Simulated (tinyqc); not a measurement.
MP2 on RHF in the sto-6g basis, frozen core, for CH3-, spin multiplicity 1, step by step (part 1 of 2). The basis has no diffuse functions, so it cannot describe the extra electron: this is an exercise in the method, not the real anion. Computed by tinyqc, a small Python program that keeps every step (integrals from PySCF). Settings: charge = -1, multiplicity = 1, basis = sto-6g, method = RHF, frozen orbitals = 1, energy threshold = 1e-10, iteration cap = 89, orthogonalisation = symmetric, start = Wolfsberg-Helmholz matrix, DIIS depth = 6. Command: `OMP_NUM_THREADS=1 python tinyqc.py 29509 29510 out.jsonl` (the two numbers bound the seeds that draw the settings). One thread of a shared host (Intel(R) Xeon(R) Processor @ 2.60GHz), about 0.3 s of CPU time with the checks. The early iterations of the SCF are left out here.

## One-electron integrals

Geometry (angstrom):
```
atom,x,y,z
C,0.000000,0.000000,0.065000
H,1.035000,0.000000,0.000000
H,-0.517000,0.896000,0.000000
H,-0.517000,-0.896000,0.000000
```

Basis sto-6g: exponents (1/bohr^2) and contraction coefficients of normalised primitives:
```
element,l (shell),exponent,coefficient
C,s (1),742.737049,0.009164
C,s (1),136.180025,0.049361
C,s (1),38.098264,0.168538
C,s (1),13.087782,0.370563
C,s (1),5.082369,0.416492
C,s (1),2.093200,0.130334
C,s (2),30.497239,-0.013253
C,s (2),6.036200,-0.046992
C,s (2),1.876046,-0.033785
C,s (2),0.721783,0.250242
C,s (2),0.313471,0.595117
C,s (2),0.143687,0.240706
C,p (3),30.497239,0.003760
C,p (3),6.036200,0.037679
C,p (3),1.876046,0.173897
C,p (3),0.721783,0.418036
C,p (3),0.313471,0.425860
C,p (3),0.143687,0.101708
H,s (1),35.523221,0.009164
H,s (1),6.513144,0.049361
H,s (1),1.822143,0.168538
H,s (1),0.625955,0.370563
H,s (1),0.243077,0.416492
H,s (1),0.100112,0.130334
```

Overlap, kinetic and nuclear-attraction integrals over the contracted functions; the nuclear repulsion is the sum of Za Zb / Rab.

nuclear repulsion = 10.07405337 hartree

overlap S, lower triangle:
```
,1C 1s,1C 2s,1C 2px,1C 2py,1C 2pz,2H 1s,3H 1s,4H 1s
1C 1s,1.000000
1C 2s,0.243228,1.000000
1C 2px,0.000000,0.000000,1.000000
1C 2py,0.000000,0.000000,0.000000,1.000000
1C 2pz,0.000000,0.000000,0.000000,0.000000,1.000000
2H 1s,0.072753,0.522193,0.483624,0.000000,-0.030373,1.000000
3H 1s,0.072842,0.522511,-0.241788,0.419037,-0.030399,0.166229,1.000000
4H 1s,0.072842,0.522511,-0.241788,-0.419037,-0.030399,0.166229,0.166247,1.000000
```

kinetic energy T (hartree), lower triangle:
```
,1C 1s,1C 2s,1C 2px,1C 2py,1C 2pz,2H 1s,3H 1s,4H 1s
1C 1s,16.068641
1C 2s,-0.492789,0.492405
1C 2px,0.000000,0.000000,1.479234
1C 2py,0.000000,0.000000,0.000000,1.479234
1C 2pz,0.000000,0.000000,0.000000,0.000000,1.479234
2H 1s,-0.005704,0.125082,0.292655,0.000000,-0.018379,0.768522
3H 1s,-0.005682,0.125278,-0.146430,0.253774,-0.018410,-0.007796,0.768522
4H 1s,-0.005682,0.125278,-0.146430,-0.253774,-0.018410,-0.007796,-0.007794,0.768522
```

nuclear attraction V (hartree), lower triangle:
```
,1C 1s,1C 2s,1C 2px,1C 2py,1C 2pz,2H 1s,3H 1s,4H 1s
1C 1s,-35.539324
1C 2s,-3.990892,-6.636878
1C 2px,0.000012,0.000048,-6.705296
1C 2py,0.000000,0.000000,0.000000,-6.705542
1C 2pz,0.003717,0.034902,-0.000008,0.000000,-6.499190
2H 1s,-1.345329,-2.996140,-2.584272,0.000000,0.171336,-4.809744
3H 1s,-1.347006,-2.998472,1.292264,-2.239612,0.171517,-0.883137,-4.811133
4H 1s,-1.347006,-2.998472,1.292264,2.239612,0.171517,-0.883137,-0.883416,-4.811133
```

core Hamiltonian H = T + V (hartree), lower triangle:
```
,1C 1s,1C 2s,1C 2px,1C 2py,1C 2pz,2H 1s,3H 1s,4H 1s
1C 1s,-19.470684
1C 2s,-4.483681,-6.144473
1C 2px,0.000012,0.000048,-5.226062
1C 2py,0.000000,0.000000,0.000000,-5.226308
1C 2pz,0.003717,0.034902,-0.000008,0.000000,-5.019955
2H 1s,-1.351033,-2.871058,-2.291617,0.000000,0.152957,-4.041222
3H 1s,-1.352688,-2.873194,1.145834,-1.985839,0.153107,-0.890933,-4.042611
4H 1s,-1.352688,-2.873194,1.145834,1.985839,0.153107,-0.890933,-0.891210,-4.042611
```

## Two-electron integrals

Functions are numbered as in S; the eight-fold symmetry (ij|kl) = (ji|kl) = (kl|ij) leaves the list below.

Two-electron integrals (ij|kl) in chemists' order, unique and non-zero (hartree):
```
i,j,k,l,(ij|kl)
1,1,1,1,3.543743
2,1,1,1,0.529462
2,1,2,1,0.100317
2,2,1,1,0.853596
2,2,2,1,0.199930
2,2,2,2,0.624844
3,1,3,1,0.021271
3,2,3,1,0.031868
3,2,3,2,0.138108
3,3,1,1,0.853598
3,3,2,1,0.199930
3,3,2,2,0.624843
3,3,3,3,0.673218
4,1,4,1,0.021271
4,2,4,1,0.031868
4,2,4,2,0.138108
4,3,4,3,0.036281
4,4,1,1,0.853598
4,4,2,1,0.199930
4,4,2,2,0.624843
4,4,3,3,0.600655
4,4,4,4,0.673218
5,1,5,1,0.021271
5,2,5,1,0.031868
5,2,5,2,0.138108
5,3,5,3,0.036281
5,4,5,4,0.036281
5,5,1,1,0.853598
5,5,2,1,0.199930
5,5,2,2,0.624843
5,5,3,3,0.600655
5,5,4,4,0.600655
5,5,5,5,0.673218
6,1,1,1,0.167698
6,1,2,1,0.030543
6,1,2,2,0.059734
6,1,3,1,0.001989
6,1,3,2,0.003817
6,1,3,3,0.060186
6,1,4,4,0.059507
6,1,5,1,-0.000125
6,1,5,2,-0.000240
6,1,5,3,-0.000043
6,1,5,5,0.059509
6,1,6,1,0.009564
6,2,1,1,0.360495
6,2,2,1,0.085466
6,2,2,2,0.289298
6,2,3,1,0.008613
6,2,3,2,0.054810
6,2,3,3,0.302112
6,2,4,4,0.282852
6,2,5,1,-0.000541
6,2,5,2,-0.003442
6,2,5,3,-0.001210
6,2,5,5,0.282928
6,2,6,1,0.026749
6,2,6,2,0.169353
6,3,1,1,0.292582
6,3,2,1,0.070411
6,3,2,2,0.252474
6,3,3,1,0.015913
6,3,3,2,0.092630
6,3,3,3,0.277889
6,3,4,4,0.239734
6,3,5,1,-0.000391
6,3,5,2,-0.002805
6,3,5,3,-0.001705
6,3,5,5,0.239798
6,3,6,1,0.023235
6,3,6,2,0.175925
6,3,6,3,0.201543
6,4,4,1,0.009687
6,4,4,2,0.047971
6,4,4,3,0.011007
6,4,5,4,-0.000691
6,4,6,4,0.022072
6,5,1,1,-0.018375
6,5,2,1,-0.004422
6,5,2,2,-0.015856
6,5,3,1,-0.000391
6,5,3,2,-0.002805
6,5,3,3,-0.016070
6,5,4,4,-0.015056
6,5,5,1,0.009711
6,5,5,2,0.048147
6,5,5,3,0.011070
6,5,5,5,-0.016442
6,5,6,1,-0.001459
6,5,6,2,-0.011048
6,5,6,3,-0.011271
6,5,6,5,0.022780
6,6,1,1,0.495757
6,6,2,1,0.119822
6,6,2,2,0.455914
6,6,3,1,0.016348
6,6,3,2,0.134218
6,6,3,3,0.503916
6,6,4,4,0.431771
6,6,5,1,-0.001027
6,6,5,2,-0.008429
6,6,5,3,-0.004531
6,6,5,5,0.432056
6,6,6,1,0.038308
6,6,6,2,0.326587
6,6,6,3,0.376547
6,6,6,5,-0.023648
6,6,6,6,0.774999
7,1,1,1,0.167906
7,1,2,1,0.030580
7,1,2,2,0.059807
7,1,3,1,-0.000995
7,1,3,2,-0.001910
7,1,3,3,0.059750
7,1,4,1,0.001724
7,1,4,2,0.003310
7,1,4,3,-0.000295
7,1,4,4,0.060090
7,1,5,1,-0.000125
7,1,5,2,-0.000240
7,1,5,3,0.000021
7,1,5,4,-0.000037
7,1,5,5,0.059582
7,1,6,1,0.009271
7,1,6,2,0.025018
7,1,6,3,0.020051
7,1,6,4,0.000962
7,1,6,5,-0.001364
7,1,6,6,0.034765
7,1,7,1,0.009587
7,2,1,1,0.360790
7,2,2,1,0.085534
7,2,2,2,0.289512
7,2,3,1,-0.004308
7,2,3,2,-0.027408
7,2,3,3,0.287876
7,2,4,1,0.007466
7,2,4,2,0.047500
7,2,4,3,-0.008341
7,2,4,4,0.297519
7,2,5,1,-0.000542
7,2,5,2,-0.003446
7,2,5,3,0.000605
7,2,5,4,-0.001049
7,2,5,5,0.283140
7,2,6,1,0.025008
7,2,6,2,0.124842
7,2,6,3,0.100678
7,2,6,4,0.014719
7,2,6,5,-0.007924
7,2,6,6,0.191101
7,2,7,1,0.026803
7,2,7,2,0.169575
7,3,1,1,-0.146310
7,3,2,1,-0.035210
7,3,2,2,-0.126244
7,3,3,1,0.011253
7,3,3,2,0.059173
7,3,3,3,-0.132899
7,3,4,1,-0.002697
7,3,4,2,-0.019340
7,3,4,3,0.013033
7,3,4,4,-0.125928
7,3,5,1,0.000196
7,3,5,2,0.001403
7,3,5,3,-0.000945
7,3,5,4,0.000439
7,3,5,5,-0.119906
7,3,6,1,-0.009181
7,3,6,2,-0.037549
7,3,6,3,-0.016103
7,3,6,4,-0.003276
7,3,6,5,0.002331
7,3,6,6,-0.044432
7,3,7,1,-0.011633
7,3,7,2,-0.088019
7,3,7,3,0.066973
7,4,1,1,0.253567
7,4,2,1,0.061021
7,4,2,2,0.218791
7,4,3,1,-0.002697
7,4,3,2,-0.019340
7,4,3,3,0.211244
7,4,4,1,0.014370
7,4,4,2,0.081531
7,4,4,3,-0.011559
7,4,4,4,0.237323
7,4,5,1,-0.000339
7,4,5,2,-0.002432
7,4,5,3,0.000439
7,4,5,4,-0.001453
7,4,5,5,0.207806
7,4,6,1,0.017836
7,4,6,2,0.094536
7,4,6,3,0.075618
7,4,6,4,0.025632
7,4,6,5,-0.005869
7,4,6,6,0.144660
7,4,7,1,0.020161
7,4,7,2,0.152543
7,4,7,3,-0.077757
7,4,7,4,0.156866
7,5,1,1,-0.018395
7,5,2,1,-0.004427
7,5,2,2,-0.015872
7,5,3,1,0.000196
7,5,3,2,0.001403
7,5,3,3,-0.015325
7,5,4,1,-0.000339
7,5,4,2,-0.002432
7,5,4,3,0.000439
7,5,4,4,-0.015832
7,5,5,1,0.009721
7,5,5,2,0.048190
7,5,5,3,-0.005536
7,5,5,4,0.009595
7,5,5,5,-0.016459
7,5,6,1,-0.001364
7,5,6,2,-0.007926
7,5,6,3,-0.006252
7,5,6,4,-0.000914
7,5,6,5,0.015826
7,5,6,6,-0.012946
7,5,7,1,-0.001463
7,5,7,2,-0.011066
7,5,7,3,0.005641
7,5,7,4,-0.009776
7,5,7,5,0.022816
7,6,1,1,0.104938
7,6,2,1,0.024906
7,6,2,2,0.086531
7,6,3,1,0.001059
7,6,3,2,0.007030
7,6,3,3,0.087282
7,6,4,1,0.001832
7,6,4,2,0.012165
7,6,4,3,0.000470
7,6,4,4,0.087822
7,6,5,1,-0.000266
7,6,5,2,-0.001765
7,6,5,3,-0.000230
7,6,5,4,-0.000399
7,6,5,5,0.084487
7,6,6,1,0.007593
7,6,6,2,0.045531
7,6,6,3,0.043627
7,6,6,4,0.004847
7,6,6,5,-0.003267
7,6,6,6,0.081852
7,6,7,1,0.007602
7,6,7,2,0.045557
7,6,7,3,-0.017608
7,6,7,4,0.040223
7,6,7,5,-0.003270
7,6,7,6,0.014672
7,7,1,1,0.495984
7,7,2,1,0.119875
7,7,2,2,0.456066
7,7,3,1,-0.008176
7,7,3,2,-0.067103
7,7,3,3,0.449941
7,7,4,1,0.014170
7,7,4,2,0.116294
7,7,4,3,-0.031239
7,7,4,4,0.486056
7,7,5,1,-0.001028
7,7,5,2,-0.008437
7,7,5,3,0.002266
7,7,5,4,-0.003928
7,7,5,5,0.432201
7,7,6,1,0.034738
7,7,6,2,0.191019
7,7,6,3,0.147483
7,7,6,4,0.033794
7,7,6,5,-0.012938
7,7,6,6,0.293138
7,7,7,1,0.038373
7,7,7,2,0.326833
7,7,7,3,-0.188293
7,7,7,4,0.326326
7,7,7,5,-0.023673
7,7,7,6,0.081852
7,7,7,7,0.774999
8,1,1,1,0.167906
8,1,2,1,0.030580
8,1,2,2,0.059807
8,1,3,1,-0.000995
8,1,3,2,-0.001910
8,1,3,3,0.059750
8,1,4,1,-0.001724
8,1,4,2,-0.003310
8,1,4,3,0.000295
8,1,4,4,0.060090
8,1,5,1,-0.000125
8,1,5,2,-0.000240
8,1,5,3,0.000021
8,1,5,4,0.000037
8,1,5,5,0.059582
8,1,6,1,0.009271
8,1,6,2,0.025018
8,1,6,3,0.020051
8,1,6,4,-0.000962
8,1,6,5,-0.001364
8,1,6,6,0.034765
8,1,7,1,0.009282
8,1,7,2,0.025038
8,1,7,3,-0.010859
8,1,7,4,0.016895
8,1,7,5,-0.001365
8,1,7,6,0.007193
8,1,7,7,0.034779
8,1,8,1,0.009587
8,2,1,1,0.360790
8,2,2,1,0.085534
8,2,2,2,0.289512
8,2,3,1,-0.004308
8,2,3,2,-0.027408
8,2,3,3,0.287876
8,2,4,1,-0.007466
8,2,4,2,-0.047500
8,2,4,3,0.008341
8,2,4,4,0.297519
8,2,5,1,-0.000542
8,2,5,2,-0.003446
8,2,5,3,0.000605
8,2,5,4,0.001049
8,2,5,5,0.283140
8,2,6,1,0.025008
8,2,6,2,0.124842
8,2,6,3,0.100678
8,2,6,4,-0.014719
8,2,6,5,-0.007924
8,2,6,6,0.191101
8,2,7,1,0.025038
8,2,7,2,0.124922
8,2,7,3,-0.063081
8,2,7,4,0.079868
8,2,7,5,-0.007931
8,2,7,6,0.035585
8,2,7,7,0.191130
8,2,8,1,0.026803
8,2,8,2,0.169575
8,3,1,1,-0.146310
8,3,2,1,-0.035210
8,3,2,2,-0.126244
8,3,3,1,0.011253
8,3,3,2,0.059173
8,3,3,3,-0.132899
8,3,4,1,0.002697
8,3,4,2,0.019340
8,3,4,3,-0.013033
8,3,4,4,-0.125928
8,3,5,1,0.000196
8,3,5,2,0.001403
8,3,5,3,-0.000945
8,3,5,4,-0.000439
8,3,5,5,-0.119906
8,3,6,1,-0.009181
8,3,6,2,-0.037549
8,3,6,3,-0.016103
8,3,6,4,0.003276
8,3,6,5,0.002331
8,3,6,6,-0.044432
8,3,7,1,-0.010859
8,3,7,2,-0.063081
8,3,7,3,0.046506
8,3,7,4,-0.039445
8,3,7,5,0.003918
8,3,7,6,-0.013621
8,3,7,7,-0.102993
8,3,8,1,-0.011633
8,3,8,2,-0.088019
8,3,8,3,0.066973
8,4,1,1,-0.253567
8,4,2,1,-0.061021
8,4,2,2,-0.218791
8,4,3,1,0.002697
8,4,3,2,0.019340
8,4,3,3,-0.211244
8,4,4,1,0.014370
8,4,4,2,0.081531
8,4,4,3,-0.011559
8,4,4,4,-0.237323
8,4,5,1,0.000339
8,4,5,2,0.002432
8,4,5,3,-0.000439
8,4,5,4,-0.001453
8,4,5,5,-0.207806
8,4,6,1,-0.017836
8,4,6,2,-0.094536
8,4,6,3,-0.075618
8,4,6,4,0.025632
8,4,6,5,0.005869
8,4,6,6,-0.144660
8,4,7,1,-0.016895
8,4,7,2,-0.079868
8,4,7,3,0.039445
8,4,7,4,-0.037027
8,4,7,5,0.004959
8,4,7,6,-0.023613
8,4,7,7,-0.110868
8,4,8,1,-0.020161
8,4,8,2,-0.152543
8,4,8,3,0.077757
8,4,8,4,0.156866
8,5,1,1,-0.018395
8,5,2,1,-0.004427
8,5,2,2,-0.015872
8,5,3,1,0.000196
8,5,3,2,0.001403
8,5,3,3,-0.015325
8,5,4,1,0.000339
8,5,4,2,0.002432
8,5,4,3,-0.000439
8,5,4,4,-0.015832
8,5,5,1,0.009721
8,5,5,2,0.048190
8,5,5,3,-0.005536
8,5,5,4,-0.009595
8,5,5,5,-0.016459
8,5,6,1,-0.001364
8,5,6,2,-0.007926
8,5,6,3,-0.006252
8,5,6,4,0.000914
8,5,6,5,0.015826
8,5,6,6,-0.012946
8,5,7,1,-0.001365
8,5,7,2,-0.007931
8,5,7,3,0.003918
8,5,7,4,-0.004959
8,5,7,5,0.015839
8,5,7,6,-0.002483
8,5,7,7,-0.012949
8,5,8,1,-0.001463
8,5,8,2,-0.011066
8,5,8,3,0.005641
8,5,8,4,0.009776
8,5,8,5,0.022816
8,6,1,1,0.104938
8,6,2,1,0.024906
8,6,2,2,0.086531
8,6,3,1,0.001059
8,6,3,2,0.007030
8,6,3,3,0.087282
8,6,4,1,-0.001832
8,6,4,2,-0.012165
8,6,4,3,-0.000470
8,6,4,4,0.087822
8,6,5,1,-0.000266
8,6,5,2,-0.001765
8,6,5,3,-0.000230
8,6,5,4,0.000399
8,6,5,5,0.084487
8,6,6,1,0.007593
8,6,6,2,0.045531
8,6,6,3,0.043627
8,6,6,4,-0.004847
8,6,6,5,-0.003267
8,6,6,6,0.081852
8,6,7,1,0.007193
8,6,7,2,0.035585
8,6,7,3,-0.013621
8,6,7,4,0.023613
8,6,7,5,-0.002483
8,6,7,6,0.011924
8,6,7,7,0.053541
8,6,8,1,0.007602
8,6,8,2,0.045557
8,6,8,3,-0.017608
8,6,8,4,-0.040223
8,6,8,5,-0.003270
8,6,8,6,0.014672
8,7,1,1,0.104978
8,7,2,1,0.024915
8,7,2,2,0.086554
8,7,3,1,-0.002116
8,7,3,2,-0.014044
8,7,3,3,0.088114
8,7,4,4,0.087037
8,7,5,1,-0.000266
8,7,5,2,-0.001766
8,7,5,3,0.000460
8,7,5,5,0.084512
8,7,6,1,0.007187
8,7,6,2,0.035571
8,7,6,3,0.027260
8,7,6,5,-0.002481
8,7,6,6,0.053545
8,7,7,1,0.007605
8,7,7,2,0.045565
8,7,7,3,-0.026013
8,7,7,4,0.035380
8,7,7,5,-0.003270
8,7,7,6,0.011926
8,7,7,7,0.081863
8,7,8,1,0.007605
8,7,8,2,0.045565
8,7,8,3,-0.026013
8,7,8,4,-0.035380
8,7,8,5,-0.003270
8,7,8,6,0.011926
8,7,8,7,0.014675
8,8,1,1,0.495984
8,8,2,1,0.119875
8,8,2,2,0.456066
8,8,3,1,-0.008176
8,8,3,2,-0.067103
8,8,3,3,0.449941
8,8,4,1,-0.014170
8,8,4,2,-0.116294
8,8,4,3,0.031239
8,8,4,4,0.486056
8,8,5,1,-0.001028
8,8,5,2,-0.008437
8,8,5,3,0.002266
8,8,5,4,0.003928
8,8,5,5,0.432201
8,8,6,1,0.034738
8,8,6,2,0.191019
8,8,6,3,0.147483
8,8,6,4,-0.033794
8,8,6,5,-0.012938
8,8,6,6,0.293138
8,8,7,1,0.034779
8,8,7,2,0.191130
8,8,7,3,-0.102993
8,8,7,4,0.110868
8,8,7,5,-0.012949
8,8,7,6,0.053541
8,8,7,7,0.293149
8,8,8,1,0.038373
8,8,8,2,0.326833
8,8,8,3,-0.188293
8,8,8,4,-0.326326
8,8,8,5,-0.023673
8,8,8,6,0.081852
8,8,8,7,0.081863
8,8,8,8,0.774999
```

## Orthogonalisation

S = U s U^T; symmetric (Loewdin) form X = U s^(-1/2) U^T, so that X^T S X = 1.

eigenvalues of S: 0.229542  0.318467  0.318789  0.955102  1.004143  1.514988  1.515286  2.143683

X, lower triangle:
```
,1C 1s,1C 2s,1C 2px,1C 2py,1C 2pz,2H 1s,3H 1s,4H 1s
1C 1s,1.026831
1C 2s,-0.163762,1.520034
1C 2px,0.000001,-0.000181,1.225176
1C 2py,0.000000,0.000000,0.000000,1.225541
1C 2pz,0.002129,-0.028395,0.000013,0.000000,1.001623
2H 1s,0.022816,-0.385176,-0.387524,0.000000,0.022072,1.319691
3H 1s,0.022813,-0.385648,0.193845,-0.335998,0.022106,-0.038548,1.320224
4H 1s,0.022813,-0.385648,0.193845,0.335998,0.022106,-0.038548,-0.038620,1.320224
```

## Iteration 7 (converged): orbitals

converged F (hartree), lower triangle:
```
,1C 1s,1C 2s,1C 2px,1C 2py,1C 2pz,2H 1s,3H 1s,4H 1s
1C 1s,-10.511026
1C 2s,-2.721310,-0.947727
1C 2px,0.000007,0.000141,0.218509
1C 2py,0.000000,0.000000,0.000000,0.218135
1C 2pz,0.005409,0.017175,-0.000013,0.000000,0.221181
2H 1s,-0.819002,-0.535991,-0.230683,0.000000,0.021233,-0.144638
3H 1s,-0.819994,-0.536403,0.115338,-0.199842,0.021249,-0.197087,-0.145130
4H 1s,-0.819994,-0.536403,0.115338,0.199842,0.021249,-0.197087,-0.197190,-0.145130
```

Diagonalise F' = X^T F X, C = X C', fill 5 alpha and 5 beta electrons from the bottom; D = 2 C_occ C_occ^T. Each column has its largest component positive (the first on a tie).

F' = X^T F X (hartree), lower triangle:
```
,1,2,3,4,5,6,7,8
1,-10.296861
2,-1.477767,0.217854
3,-0.000045,-0.000054,0.668387
4,0.000000,0.000000,0.000000,0.668545
5,0.007722,-0.029501,0.000005,0.000000,0.224281
6,-0.157679,-0.477368,-0.567146,0.000000,0.032353,0.432234
7,-0.158058,-0.477802,0.283597,-0.491515,0.032391,-0.077728,0.432482
8,-0.158058,-0.477802,0.283597,0.491515,0.032391,-0.077728,-0.077863,0.432482
```

orbital energies (hartree): MO1 -10.514340, MO2 -0.429026, MO3 -0.110148, MO4 -0.109936, MO5 0.221007, MO6 1.144485, MO7 1.288323, MO8 1.289038

coefficients C:
```
,MO1,MO2,MO3,MO4,MO5,MO6,MO7,MO8
1C 1s,0.994842,-0.203281,0.000000,-0.000018,-0.018641,-0.226683,0.000340,0.000000
1C 2s,0.025400,0.540744,0.000000,0.000151,0.091803,1.575580,-0.002868,0.000000
1C 2px,-0.000003,-0.000132,0.000000,0.461635,-0.000016,0.001770,1.230152,0.000000
1C 2py,0.000000,0.000000,0.461644,0.000000,0.000000,0.000000,0.000000,1.230701
1C 2pz,-0.000990,-0.022745,0.000000,0.000011,0.996212,-0.112106,0.000209,0.000000
2H 1s,-0.005370,0.267960,0.000000,0.569564,-0.019667,-0.770728,-1.026381,0.000000
3H 1s,-0.005375,0.268247,0.493051,-0.284572,-0.019667,-0.768979,0.515139,-0.890519
4H 1s,-0.005375,0.268247,-0.493051,-0.284572,-0.019667,-0.768979,0.515139,0.890519
```

D after iteration 7, lower triangle:
```
,1C 1s,1C 2s,1C 2px,1C 2py,1C 2pz,2H 1s,3H 1s,4H 1s
1C 1s,2.062761
1C 2s,-0.172730,0.602954
1C 2px,0.000032,-0.000007,0.426214
1C 2py,0.000000,0.000000,0.000000,0.426230
1C 2pz,-0.029864,0.158261,-0.000016,0.000000,1.985912
2H 1s,-0.118915,0.286084,0.525792,0.000000,-0.051351,0.793243
3H 1s,-0.119010,0.286136,-0.262807,0.455228,-0.051382,-0.179574,0.792905
4H 1s,-0.119010,0.286136,-0.262807,-0.455228,-0.051382,-0.179574,-0.179493,0.792905
```

## Convergence

Stop when the energy changes by less than 1e-10 hartree and every element of the error matrix X^T (F D S - S D F) X is below 3e-06.

Course of the cycle:
```
iteration,E (hartree),change,largest element of the error matrix
1,-38.94208063,-,4.42e-01
2,-39.18113382,-2.39e-01,5.14e-02
3,-39.18460721,-3.47e-03,8.75e-03
4,-39.18479691,-1.90e-04,1.27e-03
5,-39.18480069,-3.78e-06,1.31e-04
6,-39.18480072,-2.59e-08,1.81e-06
7,-39.18480072,-4.58e-12,2.65e-08
```

PySCF RHF in the same basis = -39.18480072 hartree

Converged in 7 iterations.
